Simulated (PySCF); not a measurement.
Proton affinity of pyrimidine, site by site

Parent: pyrimidine, `c1cncnc1` (C4H4N2). Optimised structure (Å), atoms numbered from 1:
```
C    -1.1360    0.0732   -0.0038
C    -0.4772   -1.1538   -0.0128
N     0.8500   -1.2449   -0.0138
C     1.5197   -0.0957   -0.0055
N     1.0010    1.1290    0.0036
C    -0.3270    1.2069    0.0045
H    -2.2253    0.1424   -0.0031
H    -1.0384   -2.0959   -0.0196
H     2.6143   -0.1652   -0.0062
H    -0.7645    2.2124    0.0119
```

Energies: CAM-B3LYP-D3(BJ)/def2-TZVP (PySCF, density fitting, integration grid level 2) on PBE0-D3(BJ)/def2-SVP structures. Thermal corrections: GFN2-xTB frequencies, unscaled, ideal gas at 298.15 K and 1 bar, quasi-RRHO entropy. These were taken at the GFN2-xTB minima.

| site | product | PA / eV | GB / eV |
| --- | --- | --- | --- |
| N3 (pyridine-type nitrogen) | `c1cnc[nH+]c1` | 9.27 | 8.96 |

PA is −ΔH and GB is −ΔG of B + H⁺ → BH⁺ in the gas phase. Sites whose products fell apart, merged with another or lost in a GFN2-xTB screen aren't listed.

Measured values (NIST Chemistry WebBook, evaluated or the median of agreeing entries): proton affinity (−ΔH) 886 kJ/mol (computed 895, difference 9); gas-phase basicity (−ΔG) 856 kJ/mol (computed 865, difference 9).

Run with `OMP_NUM_THREADS=1 python redox_run.py task.json out` on 1 thread of Arm Neoverse N1, a shared host. The single points of this level: 40 s of wall time.
